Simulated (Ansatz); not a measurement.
Basis-set extrapolation for `C=CCCC` (PBE0-D4/def2-TZVP geometry, frozen core, Ansatz 0.2.0). Multiplicity 1, RHF reference.

|  | def2-TZVPP | def2-QZVPP |
| --- | --- | --- |
| HF | -195.217137 | -195.226352 |
| MP2 correlation | -0.855714 | -0.909066 |
| CCSD(T) correlation | -0.947459 | not run |

Energies in hartree. Use E(X) = E(∞) + A·exp(−7.88·√X) for Hartree–Fock and E(X) = E(∞) + B·X^(−2.97) for correlation, with X = 3 and 4, and add CCSD(T) minus MP2 of the smaller set to the MP2 limit.

What is the CCSD(T) energy at the basis-set limit?

HF limit: -195.226352 + (-0.009215) × 0.13774 = -195.22762. MP2 limit: -0.909066 + (-0.053352) × 0.74074 = -0.94859. Higher-order term: -0.947459 − (-0.855714) = -0.09175. Total: -196.26796 hartree, 2.81 eV below CCSD(T)/def2-TZVPP.
